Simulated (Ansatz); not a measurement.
# NaWO3: computed properties

Method: DFT r2SCAN, scalar-relativistic, plane waves, PAW in Ansatz 0.2.0.

Plane waves to 500 eV, a k mesh through Γ of 10×10×10 on the computed 5-atom cell and Gaussian smearing (0.10 eV); no spin polarisation.

The structure is relaxed at this level of theory with its symmetry kept. Whether it is the stable form of this composition wasn't checked.

```xyz
5
Lattice="3.8765 0.0000 0.0000 0.0000 3.8765 0.0000 0.0000 0.0000 3.8765" Properties=species:S:1:pos:R:3 pbc="T T T"
Na    0.0000    0.0000    0.0000
W     1.9383    1.9383    1.9383
O     1.9383    1.9383    0.0000
O     0.0000    1.9383    1.9383
O     1.9383    0.0000    1.9383
```

Formation energy from the elements' standard states (uncorrected)?

-2.286 eV/atom.

Density of states at the Fermi level?

0.95 states/eV per cell.

Löwdin character within 0.5 eV of the Fermi level?

W 5d 76 %, O 2p 22 %.

Bulk modulus?

230 GPa.

Its pressure derivative?

4.4.

Bader charges (e)?

Na (1 in the cell) 0.91, W (1 in the cell) 2.84, O (3 in the cell) -1.25.

Spin-orbit coupling is left out, which matters for the bands of heavy elements. Spin polarisation was left out, and a magnetic state may lie lower.

Symmetry holds off the tilts and polar distortions that many cubic perovskites undergo.